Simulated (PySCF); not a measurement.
H₂N, SMILES [NH2], multiplicity 2.

Geometry: B3LYP-D3(BJ)/def2-TZVPD. The isomer is the one that the SMILES or the coordinates give; other isomers of the formula were not compared.

Two levels are set side by side: PBE/def2-TZVPD (PySCF) and ωB97X/def2-TZVPD (PySCF). Same geometry, gas phase. Differences are taken from unrounded values.

```csv
quantity,ωB97X
α-spin orbital gap (eV),13.94
β-spin orbital gap (eV),10.76
dipole moment (D),1.83
mean polarisability (bohr³),12.0
```

What does PBE give, and how far is it from ωB97X? (An estimate is asked for; the answer gives what the named calculation found.)


| quantity | PBE | PBE minus ωB97X |
|---|---|---|
| α-spin orbital gap (eV) | 7.16 | -6.77 |
| β-spin orbital gap (eV) | 2.70 | -8.07 |
| dipole moment (D) | 1.71 | -0.11 |
| mean polarisability (bohr³) | 12.6 | 0.6 |

PBE's more diffuse valence density responds more strongly to a field. Differences between two approximate levels are no errors against the true value.

Rough cost on one machine, each run with all the roots and properties that it gave: ωB97X against PBE within a factor of 2.
